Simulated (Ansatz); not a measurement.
**Active spaces for CH6Si, singlet**

Calculated in Ansatz's Gaussian-basis code. Basis cc-pVDZ on C/H, cc-pV(D+d)Z on Si, nonrelativistic, no frozen core. State-specific CASSCF; RHF is the lowest restricted (open-shell) Hartree–Fock solution met. Solutions may break the symmetry of the shape. The lowest solution met needn't be the lowest there is, nor hold the orbitals that a chemist would pick.

Geometry:

```xyz
8

C     0.0000    0.0000   -1.7362
Si    0.0000    0.0000    0.8960
H     0.0000   -1.0198   -2.1281
H    -0.8831    0.5099   -2.1281
H     0.8831    0.5099   -2.1281
H     0.0000    1.3912    1.4190
H    -1.2048   -0.6956    1.4190
H     1.2048   -0.6956    1.4190
```

Problem. What do CASSCF and its corrections give against RHF in CAS(2,2), and what are the occupations?

Solution. CASSCF -0.839 eV, SC-NEVPT2 -8.430 eV; occupations 1.90, 0.10.
